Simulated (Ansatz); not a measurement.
Cost and result for the atomization energy of C3H4F2O (`C/C(F)=C(/O)F`) (10 atoms, 9 bonds).

```tsv
atom	x (Å)	y (Å)	z (Å)
C1	-0.477	0.039	1.403
C2	0.256	0.369	0.165
F3	1.041	1.459	0.247
C4	0.239	-0.295	-0.983
O5	1.012	-0.042	-2.040
F6	-0.554	-1.366	-1.133
H7	-1.136	0.863	1.690
H8	0.222	-0.131	2.227
H9	-1.079	-0.858	1.264
H10	0.476	-0.039	-2.841
```

Total charge 0; spin multiplicity 1. The structure was optimised at the PBE0-D4/def2-TZVP level. It is one conformer, not always the lowest. Program: Ansatz. All runs use 4 threads of an Arm Neoverse V1 on a shared host. Times are those of one run each, without the atoms' runs, and a repeat can differ threefold. Electronic energies, without spin–orbit coupling; frozen cores. CCSD(T)/CBS adds CCSD(T) − MP2 in def2-TZVPP to the MP2 limit, and its time is that of the two runs behind it. T1 = 0.012. HSE06 is the plane-wave form, built on full-range PBE exchange.

CCSD(T)/CBS is a level of theory with its own doubt, some kJ/mol a heavy atom from the limit and from the frozen cores, so smaller differences don't rank the functionals.

```tsv
level	functions	wall time
revPBE-D4/def2-TZVPP	242	1.8 s
BLYP-D4/def2-TZVPP	242	1.8 s
PBE-D4/def2-TZVPP (with forces)	242	2.4 s
HSE06-D4/def2-TZVPP	242	3.4 s
BHLYP-D4/def2-TZVPP	242	3.6 s
r2SCAN-D4/def2-TZVPP (with forces)	242	4.4 s
B2PLYP/def2-TZVPP	242	4.8 s
ωB97X-V/def2-TZVPP	242	7 s
CCSD(T)/def2-SVP	104	8 s
ωB97M-V/def2-TZVPP (with forces)	242	10 s
MP2/def2-QZVPP	462	22 s
CCSD(T)/def2-TZVPP	242	3.5 min
CCSD(T)/CBS(def2)	–	3.8 min
```

Question: What atomization energy does each give, and how far from CCSD(T)/CBS? (An estimate is asked.)

Answer: The calculation gave: 
```tsv
level	atomization (kJ/mol)	difference from CCSD(T)/CBS	per bond
revPBE-D4/def2-TZVPP	4131.0	35.0	3.9
BLYP-D4/def2-TZVPP	4129.4	33.4	3.7
PBE-D4/def2-TZVPP (with forces)	4274.4	178.4	19.8
HSE06-D4/def2-TZVPP	4143.2	47.2	5.2
BHLYP-D4/def2-TZVPP	3907.0	-189.0	-21.0
r2SCAN-D4/def2-TZVPP (with forces)	4129.9	33.9	3.8
B2PLYP/def2-TZVPP	4059.9	-36.1	-4.0
ωB97X-V/def2-TZVPP	4108.6	12.6	1.4
CCSD(T)/def2-SVP	3902.4	-193.6	-21.5
ωB97M-V/def2-TZVPP (with forces)	4118.3	22.3	2.5
MP2/def2-QZVPP	4178.5	82.5	9.2
CCSD(T)/def2-TZVPP	3984.1	-111.9	-12.4
CCSD(T)/CBS(def2)	4096.0	0.0	0.0
```

The D4 term adds +25.4 kJ/mol with B3LYP and +13.3 kJ/mol with PBE0; it sums over pairs of atoms, weighted by their polarisabilities, and B3LYP, whose exchange is more repulsive, gets the larger term. From BLYP to BHLYP (50 % exact exchange), in def2-TZVPP and without D4, the atomization energy moves by −203.5 kJ/mol: exact exchange takes away binding that semilocal exchange gives to molecules. In def2-TZVPP, CCSD(T) changes the Hartree–Fock value by +1132.7 kJ/mol (the triples alone add +79.8 kJ/mol) and MP2 by +1261.1 kJ/mol; breaking electron pairs costs correlation energy, which Hartree–Fock lacks.

B3LYP here is the variant with VWN-RPA as its local correlation; programs differ in this.
